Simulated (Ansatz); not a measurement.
`NC1(O)C=C1` + H–F → `OC1(F)C=C1` + NH₃ at 700 K and 1 bar (substitution at a C–N bond).

Program: Ansatz. Geometries: PBE0-D4/def2-TZVP. ΔE: electronic, gas phase. CBS: MP2 limit from def2 TZ/QZ plus the TZ coupled-cluster correction, frozen cores. This one scheme is used for every species. One conformer a species, not always the lowest.

```csv
species,CCSD(T)/CBS energy (Eh),H − E (kJ/mol),S (J/(mol·K))
`NC1(O)C=C1`,-246.94160,272.7,401.1
H–F,-100.39570,45.2,198.5
`OC1(F)C=C1`,-290.82723,198.3,380.5
NH₃,-56.50880,116.9,226.5
```

H − E and S are ideal-gas, rigid-rotor, harmonic terms from PBE0-D4/def2-TZVP, for one conformer and one mirror image of each species. 1 Eh = 2625.50 kJ/mol, R = 8.31446 J/(mol·K).

Problem. By hand: ΔE, ΔH, ΔS and ΔG.

Solution. ΔE = (-290.82723) + (-56.50880) − (-246.94160) − (-100.39570) = 0.00127 Eh = 3.3 kJ/mol. Δ(H − E) = 198.3 + 116.9 − 272.7 − 45.2 = -2.7, so ΔH = 0.6 kJ/mol. ΔS = 380.5 + 226.5 − 401.1 − 198.5 = 7.4 J/(mol·K). ΔG = 0.6 − 700 × (7.4)/1000 = -4.6 kJ/mol.

Problem. By hand: the equilibrium constant, and the temperature at which ΔG would vanish if ΔH and ΔS stayed fixed.

Solution. log₁₀ K = −ΔG/(RT ln 10) = 0.3. ΔG = 0 at ΔH/ΔS = 81 K, though so small a ΔH makes that figure unsure.

TΔS isn't small against ΔH here. The sign of ΔG lies within the doubt. A doubt of 5 kJ/mol in ΔE shifts log₁₀ K by 0.4 here. Other conformers and mirror images would add mixing entropy, several J/(mol·K) or more a flexible species. These are equilibria of isolated gas molecules and say nothing of rates. Largest T1 diagnostic: 0.011 (customary marks: 0.02 for closed shells, 0.045 for open ones).
